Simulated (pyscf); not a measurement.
Optimised with ωB97X-D3(BJ)/def2-SVP in PySCF. Correlated levels are frozen-core, on RHF or UHF. ΔMP2 is the change of the MP2 total energy from the triple- to the quadruple-zeta basis.

Problem. H₃C–CH•–Cl -> •HC=CH₂ + HCl
Surface: doublet. Broken: C–Cl, C–H. Formed: Cl–H. Give ΔE‡ and ΔE from CCSD(T)/def2-TZVPP + ΔMP2(QZVPP), relative to the reactant's lowest minimum found.

Solution. ΔE‡ = 299.1 kJ/mol, ΔE = +143.8 kJ/mol. Zero-point energy shifts the barrier by -17.5 kJ/mol. It is an elimination, with an imaginary mode of 1448i cm⁻¹. At the saddle there is also a short C–H contact that neither side keeps. The same reactants have a lower exit, to •H₂C–CH₂–Cl (barrier +196.4 kJ/mol at ωB97M-D3(BJ), against +296.3 kJ/mol here). One saddle was located; it need not be the lowest between these sides. The CCSD(T) − MP2 part came from Ansatz, without density fitting, on the same reference. A UHF reference is spin-contaminated (<S²> up to 0.96), which harms MP2 most.
